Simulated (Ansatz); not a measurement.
Process, species as SMILES: N#C (CH-N) + 3 [H][H] (H2) → C (CH4) + N (NH3)
B3LYP-D3(BJ)/def2-TZVP geometries, fixed; electronic energies without zero-point terms.

Basis-set convergence of the energy of full hydrogenation at HF with Ansatz (a quantum-chemistry and plane-wave program). Cartesian d functions, on some or all atoms, in 6-31+G*; all else is spherical. No added dispersion term, no relativity. Functions are those of the species that has most. Reference: the value in aug-cc-pVQZ, -78.00 kcal/mol, itself unsure by roughly 0.07 kcal/mol (its mean distance from def2-QZVPPD, pcseg-3, def2-QZVPP). Deviations are taken from unrounded values.

| basis | functions |
|---|---|
| pcseg-0 | 20 |
| def2-SV(P) | 30 |
| def2-SVP | 34 |
| pcseg-1 | 34 |
| 6-31+G* | 40 |
| 6-311+G** | 50 |
| 6-311++G(2d,2p) | 67 |
| def2-TZVP | 68 |
| pcseg-2 | 86 |
| def2-TZVPP | 87 |
| 6-311++G(3df,3pd) | 111 |
| def2-QZVPP | 177 |
| pcseg-3 | 192 |

Problem. Which is the smallest set listed that can be trusted to 1 kcal/mol here, that is, within that of the reference together with its larger relatives (same family, alike in diffuse functions; a set with none to test it counts only in the reference's own line)?

Solution. The smallest set listed that lies within 1 kcal/mol of the reference with all its larger relatives (same family, alike in diffuse functions; a set with none counts only in the reference's own line) is pcseg-1 (34 functions, -0.19 kcal/mol off). Inside the window by cancellation, since a larger relative falls out: 6-311+G**. Inside, with no larger relative to test it: 6-311++G(3df,3pd). Value minus reference: pcseg-0 -3.16, def2-SV(P) 5.50, def2-SVP -3.79, pcseg-1 -0.19, 6-31+G* -1.41, 6-311+G** -0.74, 6-311++G(2d,2p) -1.64, def2-TZVP 1.74, pcseg-2 -0.39, def2-TZVPP 0.18, 6-311++G(3df,3pd) 0.19, def2-QZVPP 0.11, pcseg-3 -0.08 kcal/mol.
